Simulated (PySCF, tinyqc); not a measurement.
Inside a calculation. Method: RHF in the sto-6g basis, for LiH, spin multiplicity 1. The lowest restricted solution is unstable here: a spin-polarised one lies 0.0009 hartree lower (PySCF). Computed by tinyqc, a small Python program that keeps every step (integrals from PySCF). Settings: charge = 0, multiplicity = 1, basis = sto-6g, energy threshold = 1e-09, iteration cap = 79, orthogonalisation = symmetric, start = core, DIIS depth = 0, method = RHF. Command: `OMP_NUM_THREADS=1 python tinyqc.py 20655 20656 out.jsonl` (the two numbers bound the seeds that draw the settings). One thread of a shared host (Intel(R) Xeon(R) Processor @ 2.60GHz), about 0.1 s of CPU time with the checks. Later iterations appear only in the table of the cycle.

## One-electron integrals

Geometry (angstrom):
```
atom         x         y         z
Li    0.000000  0.000000  0.000000
H     0.000000  0.000000  2.108000
```

Basis sto-6g: exponents (1/bohr^2) and contraction coefficients of normalised primitives:
```
element  l (shell)    exponent  coefficient
Li           s (1)  167.175846     0.009164
Li           s (1)   30.651508     0.049361
Li           s (1)    8.575187     0.168538
Li           s (1)    2.945808     0.370563
Li           s (1)    1.143944     0.416492
Li           s (1)    0.471139     0.130334
Li           s (2)    6.597564    -0.013253
Li           s (2)    1.305830    -0.046992
Li           s (2)    0.405851    -0.033785
Li           s (2)    0.156146     0.250242
Li           s (2)    0.067814     0.595117
Li           s (2)    0.031084     0.240706
Li           p (3)    6.597564     0.003760
Li           p (3)    1.305830     0.037679
Li           p (3)    0.405851     0.173897
Li           p (3)    0.156146     0.418036
Li           p (3)    0.067814     0.425860
Li           p (3)    0.031084     0.101708
H            s (1)   35.523221     0.009164
H            s (1)    6.513144     0.049361
H            s (1)    1.822143     0.168538
H            s (1)    0.625955     0.370563
H            s (1)    0.243077     0.416492
H            s (1)    0.100112     0.130334
```

Overlap, kinetic and nuclear-attraction integrals over the contracted functions; the nuclear repulsion is the sum of Za Zb / Rab.

nuclear repulsion = 0.75309850 hartree

overlap S, lower triangle:
```
           1Li 1s    1Li 2s   1Li 2px   1Li 2py   1Li 2pz     2H 1s
1Li 1s   1.000000
1Li 2s   0.235742  1.000000
1Li 2px  0.000000  0.000000  1.000000
1Li 2py  0.000000  0.000000  0.000000  1.000000
1Li 2pz  0.000000  0.000000  0.000000  0.000000  1.000000
2H 1s    0.022529  0.277582  0.000000  0.000000  0.392934  1.000000
```

kinetic energy T (hartree), lower triangle:
```
            1Li 1s    1Li 2s   1Li 2px   1Li 2py   1Li 2pz     2H 1s
1Li 1s    3.616742
1Li 2s   -0.110723  0.106524
1Li 2px   0.000000  0.000000  0.320007
1Li 2py   0.000000  0.000000  0.000000  0.320007
1Li 2pz   0.000000  0.000000  0.000000  0.000000  0.320007
2H 1s    -0.008651  0.015656  0.000000  0.000000  0.058646  0.768522
```

nuclear attraction V (hartree), lower triangle:
```
            1Li 1s     1Li 2s    1Li 2px    1Li 2py    1Li 2pz      2H 1s
1Li 1s   -8.318177
1Li 2s   -0.887540  -1.439633
1Li 2px   0.000000   0.000000  -1.415954
1Li 2py   0.000000   0.000000   0.000000  -1.415954
1Li 2pz  -0.009806  -0.092795   0.000000   0.000000  -1.486844
2H 1s    -0.088663  -0.443673   0.000000   0.000000  -0.636487  -1.992430
```

core Hamiltonian H = T + V (hartree), lower triangle:
```
            1Li 1s     1Li 2s    1Li 2px    1Li 2py    1Li 2pz      2H 1s
1Li 1s   -4.701435
1Li 2s   -0.998263  -1.333110
1Li 2px   0.000000   0.000000  -1.095946
1Li 2py   0.000000   0.000000   0.000000  -1.095946
1Li 2pz  -0.009806  -0.092795   0.000000   0.000000  -1.166837
2H 1s    -0.097314  -0.428017   0.000000   0.000000  -0.577841  -1.223908
```

## Two-electron integrals

Functions are numbered as in S; the eight-fold symmetry (ij|kl) = (ji|kl) = (kl|ij) leaves the list below.

Two-electron integrals (ij|kl) in chemists' order, unique and non-zero (hartree):
```
(11|11) 1.681247   (21|11) 0.242603   (21|21) 0.044507   (22|11) 0.397190
(22|21) 0.090279   (22|22) 0.290625   (31|31) 0.009437   (32|31) 0.014261
(32|32) 0.064236   (33|11) 0.397190   (33|21) 0.090279   (33|22) 0.290625
(33|33) 0.313125   (41|41) 0.009437   (42|41) 0.014261   (42|42) 0.064236
(43|43) 0.016875   (44|11) 0.397190   (44|21) 0.090279   (44|22) 0.290625
(44|33) 0.279374   (44|44) 0.313125   (51|51) 0.009437   (52|51) 0.014261
(52|52) 0.064236   (53|53) 0.016875   (54|54) 0.016875   (55|11) 0.397190
(55|21) 0.090279   (55|22) 0.290625   (55|33) 0.279374   (55|44) 0.279374
(55|55) 0.313125   (61|11) 0.022669   (61|21) 0.004098   (61|22) 0.008499
(61|33) 0.008376   (61|44) 0.008376   (61|51) 0.000552   (61|52) 0.001158
(61|55) 0.008746   (61|61) 0.000419   (62|11) 0.086036   (62|21) 0.019986
(62|22) 0.072360   (62|33) 0.068253   (62|44) 0.068253   (62|51) 0.003261
(62|52) 0.022399   (62|55) 0.080574   (62|61) 0.002274   (62|62) 0.034744
(63|31) 0.001308   (63|32) 0.006829   (63|53) 0.003000   (63|63) 0.001886
(64|41) 0.001308   (64|42) 0.006829   (64|54) 0.003000   (64|64) 0.001886
(65|11) 0.115091   (65|21) 0.026923   (65|22) 0.100163   (65|33) 0.093283
(65|44) 0.093283   (65|51) 0.005076   (65|52) 0.034791   (65|55) 0.113923
(65|61) 0.003160   (65|62) 0.052050   (65|65) 0.078565   (66|11) 0.250921
(66|21) 0.059098   (66|22) 0.235383   (66|33) 0.215503   (66|44) 0.215503
(66|51) 0.009695   (66|52) 0.085799   (66|55) 0.275145   (66|61) 0.006933
(66|62) 0.148761   (66|65) 0.229350   (66|66) 0.774999
```

## Orthogonalisation

S = U s U^T; symmetric (Loewdin) form X = U s^(-1/2) U^T, so that X^T S X = 1.

eigenvalues of S: 0.503177  0.809188  1.000000  1.000000  1.177388  1.510247

X, lower triangle:
```
            1Li 1s     1Li 2s   1Li 2px   1Li 2py    1Li 2pz     2H 1s
1Li 1s    1.022335
1Li 2s   -0.126628   1.058607
1Li 2px   0.000000   0.000000  1.000000
1Li 2py   0.000000   0.000000  0.000000  1.000000
1Li 2pz  -0.006146   0.050847  0.000000  0.000000   1.070109
2H 1s     0.017226  -0.167311  0.000000  0.000000  -0.231619  1.105677
```

## Starting guess

The start is the orbitals of the core Hamiltonian; D = 2 C_occ C_occ^T.

D at the start, lower triangle:
```
            1Li 1s    1Li 2s   1Li 2px   1Li 2py   1Li 2pz     2H 1s
1Li 1s    2.055435
1Li 2s   -0.181852  0.497548
1Li 2px   0.000000  0.000000  0.000000
1Li 2py   0.000000  0.000000  0.000000  0.000000
1Li 2pz  -0.105084  0.462176  0.000000  0.000000  0.431369
2H 1s    -0.096820  0.486342  0.000000  0.000000  0.454365  0.478681
```

## Iteration 1: building the Fock matrix

J_ij = sum D_kl (ij|kl), K_ij = sum D_kl (ik|jl); F = H + J - 0.5 K; E = tr D H + tr D J / 2 - 0.25 tr D K + E_nn.

Coulomb J (hartree), lower triangle:
```
           1Li 1s    1Li 2s   1Li 2px   1Li 2py   1Li 2pz     2H 1s
1Li 1s   4.040409
1Li 2s   0.637729  1.325961
1Li 2px  0.000000  0.000000  1.301370
1Li 2py  0.000000  0.000000  0.000000  1.301370
1Li 2pz  0.023518  0.150629  0.000000  0.000000  1.375147
2H 1s    0.062381  0.412214  0.000000  0.000000  0.588037  1.530081
```

exchange K (hartree), lower triangle:
```
           1Li 1s    1Li 2s   1Li 2px   1Li 2py   1Li 2pz     2H 1s
1Li 1s   3.393973
1Li 2s   0.477624  0.334456
1Li 2px  0.000000  0.000000  0.063468
1Li 2py  0.000000  0.000000  0.000000  0.063468
1Li 2pz  0.015839  0.287041  0.000000  0.000000  0.355233
2H 1s    0.058808  0.367223  0.000000  0.000000  0.448782  0.821409
```

Fock matrix F (hartree), lower triangle:
```
            1Li 1s     1Li 2s   1Li 2px   1Li 2py    1Li 2pz      2H 1s
1Li 1s   -2.358013
1Li 2s   -0.599346  -0.174377
1Li 2px   0.000000   0.000000  0.173690
1Li 2py   0.000000   0.000000  0.000000  0.173690
1Li 2pz   0.005792  -0.085686  0.000000  0.000000   0.030694
2H 1s    -0.064337  -0.199414  0.000000  0.000000  -0.214195  -0.104532
```

total energy of this density = -7.88094877 hartree

## Iteration 1: diagonalisation and new density

Diagonalise F' = X^T F X, C = X C', fill 2 alpha and 2 beta electrons from the bottom; D = 2 C_occ C_occ^T. Each column has its largest component positive (the first on a tie).

F' = X^T F X (hartree), lower triangle:
```
           1          2         3         4          5         6
1  -2.313724
2  -0.325035  -0.013130
3   0.000000   0.000000  0.173690
4   0.000000   0.000000  0.000000  0.173690
5   0.007470  -0.014409  0.000000  0.000000   0.130668
6   0.010745  -0.196850  0.000000  0.000000  -0.246950  0.046078
```

orbital energies (hartree): MO1 -2.358882, MO2 -0.257841, MO3 0.084078, MO4 0.173690, MO5 0.173690, MO6 0.382537

coefficients C:
```
               MO1        MO2        MO3       MO4        MO5        MO6
1Li 1s    0.995235  -0.130656  -0.207765  0.000000   0.000000   0.103958
1Li 2s    0.019252   0.448703   0.832560  0.000000   0.000000  -0.521920
1Li 2px   0.000000   0.000000   0.000000  0.311501   0.950246   0.000000
1Li 2py   0.000000   0.000000   0.000000  0.950246  -0.311501   0.000000
1Li 2pz  -0.002248   0.369044  -0.563437  0.000000   0.000000  -0.864722
2H 1s     0.001763   0.596010  -0.171756  0.000000   0.000000   0.959024
```

D after iteration 1, lower triangle:
```
            1Li 1s    1Li 2s   1Li 2px   1Li 2py   1Li 2pz     2H 1s
1Li 1s    2.015127
1Li 2s   -0.078931  0.403410
1Li 2px   0.000000  0.000000  0.000000
1Li 2py   0.000000  0.000000  0.000000  0.000000
1Li 2pz  -0.100910  0.331096  0.000000  0.000000  0.272397
2H 1s    -0.152235  0.534931  0.000000  0.000000  0.439900  0.710462
```

Within a degenerate level the vectors are fixed only up to a rotation; this is one choice.

## Iteration 2: building the Fock matrix

As before.

Coulomb J (hartree), lower triangle:
```
           1Li 1s    1Li 2s   1Li 2px   1Li 2py   1Li 2pz     2H 1s
1Li 1s   3.982724
1Li 2s   0.628668  1.312724
1Li 2px  0.000000  0.000000  1.285127
1Li 2py  0.000000  0.000000  0.000000  1.285127
1Li 2pz  0.022214  0.154836  0.000000  0.000000  1.367922
2H 1s    0.061512  0.423493  0.000000  0.000000  0.607916  1.630503
```

exchange K (hartree), lower triangle:
```
            1Li 1s    1Li 2s   1Li 2px   1Li 2py   1Li 2pz     2H 1s
1Li 1s    3.368420
1Li 2s    0.499391  0.325896
1Li 2px   0.000000  0.000000  0.058163
1Li 2py   0.000000  0.000000  0.000000  0.058163
1Li 2pz  -0.000678  0.255640  0.000000  0.000000  0.319696
2H 1s     0.051484  0.383909  0.000000  0.000000  0.467959  0.979164
```

Fock matrix F (hartree), lower triangle:
```
            1Li 1s     1Li 2s   1Li 2px   1Li 2py    1Li 2pz      2H 1s
1Li 1s   -2.402921
1Li 2s   -0.619290  -0.183334
1Li 2px   0.000000   0.000000  0.160100
1Li 2py   0.000000   0.000000  0.000000  0.160100
1Li 2pz   0.012747  -0.065779  0.000000  0.000000   0.041237
2H 1s    -0.061544  -0.196479  0.000000  0.000000  -0.203904  -0.082987
```

total energy of this density = -7.90731347 hartree

## Iteration 2: diagonalisation and new density

As before.

F' = X^T F X (hartree), lower triangle:
```
           1          2         3         4          5         6
1  -2.355607
2  -0.340231  -0.016953
3   0.000000   0.000000  0.160100
4   0.000000   0.000000  0.000000  0.160100
5   0.011139   0.005776  0.000000  0.000000   0.140798
6   0.015228  -0.200806  0.000000  0.000000  -0.245723  0.068071
```

orbital energies (hartree): MO1 -2.404214, MO2 -0.237571, MO3 0.071186, MO4 0.160100, MO5 0.160100, MO6 0.406908

coefficients C:
```
               MO1        MO2        MO3       MO4        MO5        MO6
1Li 1s    0.994217  -0.134459  -0.207265  0.000000   0.000000   0.109690
1Li 2s    0.023408   0.465392   0.810775  0.000000   0.000000  -0.541081
1Li 2px   0.000000   0.000000   0.000000  0.467286   0.884106   0.000000
1Li 2py   0.000000   0.000000   0.000000  0.884106  -0.467286   0.000000
1Li 2pz  -0.004507   0.352302  -0.589800  0.000000   0.000000  -0.854051
2H 1s    -0.000150   0.596066  -0.165218  0.000000   0.000000   0.960139
```

D after iteration 2, lower triangle:
```
            1Li 1s    1Li 2s   1Li 2px   1Li 2py   1Li 2pz     2H 1s
1Li 1s    2.013093
1Li 2s   -0.078608  0.434276
1Li 2px   0.000000  0.000000  0.000000
1Li 2py   0.000000  0.000000  0.000000  0.000000
1Li 2pz  -0.103703  0.327707  0.000000  0.000000  0.248275
2H 1s    -0.160591  0.554802  0.000000  0.000000  0.419993  0.710590
```

Within a degenerate level the vectors are fixed only up to a rotation; this is one choice.

## Iteration 3: building the Fock matrix

As before.

Coulomb J (hartree), lower triangle:
```
           1Li 1s    1Li 2s   1Li 2px   1Li 2py   1Li 2pz     2H 1s
1Li 1s   3.980629
1Li 2s   0.628474  1.312710
1Li 2px  0.000000  0.000000  1.285495
1Li 2py  0.000000  0.000000  0.000000  1.285495
1Li 2pz  0.021984  0.153818  0.000000  0.000000  1.367145
2H 1s    0.061467  0.422740  0.000000  0.000000  0.606696  1.626788
```

exchange K (hartree), lower triangle:
```
            1Li 1s    1Li 2s   1Li 2px   1Li 2py   1Li 2pz     2H 1s
1Li 1s    3.366065
1Li 2s    0.501208  0.334939
1Li 2px   0.000000  0.000000  0.059858
1Li 2py   0.000000  0.000000  0.000000  0.059858
1Li 2pz  -0.002851  0.254038  0.000000  0.000000  0.310887
2H 1s     0.050400  0.386940  0.000000  0.000000  0.461093  0.974735
```

Fock matrix F (hartree), lower triangle:
```
            1Li 1s     1Li 2s   1Li 2px   1Li 2py    1Li 2pz      2H 1s
1Li 1s   -2.403838
1Li 2s   -0.620394  -0.187869
1Li 2px   0.000000   0.000000  0.159619
1Li 2py   0.000000   0.000000  0.000000  0.159619
1Li 2pz   0.013603  -0.065996  0.000000  0.000000   0.044864
2H 1s    -0.061047  -0.198747  0.000000  0.000000  -0.201692  -0.084488
```

total energy of this density = -7.90798521 hartree

## Iteration 3: diagonalisation and new density

As before.

F' = X^T F X (hartree), lower triangle:
```
           1          2         3         4          5         6
1  -2.356337
2  -0.340836  -0.021035
3   0.000000   0.000000  0.159619
4   0.000000   0.000000  0.000000  0.159619
5   0.011922   0.005489  0.000000  0.000000   0.143783
6   0.015937  -0.202308  0.000000  0.000000  -0.243626  0.066010
```

orbital energies (hartree): MO1 -2.405183, MO2 -0.239130, MO3 0.071296, MO4 0.159619, MO5 0.159619, MO6 0.405438

coefficients C:
```
               MO1        MO2        MO3       MO4        MO5        MO6
1Li 1s    0.994102  -0.136836  -0.206397  0.000000   0.000000   0.109430
1Li 2s    0.023870   0.474642   0.806382  0.000000   0.000000  -0.539588
1Li 2px   0.000000   0.000000   0.000000  0.815736  -0.578424   0.000000
1Li 2py   0.000000   0.000000   0.000000  0.578424   0.815736   0.000000
1Li 2pz  -0.004768   0.342901  -0.591636  0.000000   0.000000  -0.856602
2H 1s    -0.000357   0.595904  -0.175825  0.000000   0.000000   0.958354
```

D after iteration 3, lower triangle:
```
            1Li 1s    1Li 2s   1Li 2px   1Li 2py   1Li 2pz     2H 1s
1Li 1s    2.013926
1Li 2s   -0.082437  0.451709
1Li 2px   0.000000  0.000000  0.000000
1Li 2py   0.000000  0.000000  0.000000  0.000000
1Li 2pz  -0.103323  0.325283  0.000000  0.000000  0.235208
2H 1s    -0.163793  0.565665  0.000000  0.000000  0.408676  0.710203
```

Within a degenerate level the vectors are fixed only up to a rotation; this is one choice.

## Iteration 14 (converged): orbitals

converged F (hartree), lower triangle:
```
            1Li 1s     1Li 2s   1Li 2px   1Li 2py    1Li 2pz      2H 1s
1Li 1s   -2.403218
1Li 2s   -0.619990  -0.192560
1Li 2px   0.000000   0.000000  0.159293
1Li 2py   0.000000   0.000000  0.000000  0.159293
1Li 2pz   0.013521  -0.066322  0.000000  0.000000   0.049576
2H 1s    -0.060706  -0.201428  0.000000  0.000000  -0.198898  -0.086583
```

As before.

F' = X^T F X (hartree), lower triangle:
```
           1          2         3         4          5         6
1  -2.355846
2  -0.339998  -0.025554
3   0.000000   0.000000  0.159293
4   0.000000   0.000000  0.000000  0.159293
5   0.011795   0.005206  0.000000  0.000000   0.147698
6   0.016493  -0.204047  0.000000  0.000000  -0.240960  0.063119
```

orbital energies (hartree): MO1 -2.404553, MO2 -0.241028, MO3 0.071448, MO4 0.159293, MO5 0.159293, MO6 0.403551

coefficients C:
```
               MO1        MO2        MO3        MO4       MO5        MO6
1Li 1s    0.994113  -0.139597  -0.204671   0.000000  0.000000   0.109081
1Li 2s    0.023841   0.485395   0.801246   0.000000  0.000000  -0.537671
1Li 2px   0.000000   0.000000   0.000000  -0.354970  0.934878   0.000000
1Li 2py   0.000000   0.000000   0.000000   0.934878  0.354970   0.000000
1Li 2pz  -0.004686   0.330995  -0.593189   0.000000  0.000000  -0.860204
2H 1s    -0.000484   0.596111  -0.189156   0.000000  0.000000   0.955683
```

D after iteration 14, lower triangle:
```
            1Li 1s    1Li 2s   1Li 2px   1Li 2py   1Li 2pz     2H 1s
1Li 1s    2.015497
1Li 2s   -0.088117  0.472353
1Li 2px   0.000000  0.000000  0.000000
1Li 2py   0.000000  0.000000  0.000000  0.000000
1Li 2pz  -0.101728  0.321103  0.000000  0.000000  0.219160
2H 1s    -0.167392  0.578675  0.000000  0.000000  0.394624  0.710697
```

Within a degenerate level the vectors are fixed only up to a rotation; this is one choice.

## Convergence

Stop when the energy changes by less than 1e-09 hartree and every element of the error matrix X^T (F D S - S D F) X is below 9e-06.

Course of the cycle:
```
iteration  E (hartree)     change  largest element of the error matrix
1          -7.88094877          -                             1.81e-01
2          -7.90731347  -2.64e-02                             2.03e-02
3          -7.90798521  -6.72e-04                             5.99e-03
4          -7.90815547  -1.70e-04                             3.24e-03
5          -7.90820716  -5.17e-05                             1.77e-03
6          -7.90822280  -1.56e-05                             9.68e-04
7          -7.90822749  -4.69e-06                             5.29e-04
8          -7.90822889  -1.40e-06                             2.89e-04
9          -7.90822931  -4.16e-07                             1.57e-04
10         -7.90822943  -1.23e-07                             8.56e-05
11         -7.90822947  -3.66e-08                             4.66e-05
12         -7.90822948  -1.09e-08                             2.54e-05
13         -7.90822948  -3.22e-09                             1.38e-05
14         -7.90822948  -9.53e-10                             7.52e-06
```

PySCF RHF in the same basis = -7.90822948 hartree

Converged in 14 iterations.

## Populations, bond orders and dipole

Mulliken: Z minus the diagonal of D S on the atom; Loewdin: the same with S^(1/2) D S^(1/2); Mayer order: 2 sum_s sum (D(s) S)_ij (D(s) S)_ji over the two atoms.

Charges (e):
```
atom   Mulliken    Loewdin
1Li    0.022617   0.019344
2H    -0.022617  -0.019344
```

Mayer bond orders:
```
pair     order
2-1   0.999488
```

dipole moment about the origin, x y z (debye): 0.000000  0.000000  -5.153442
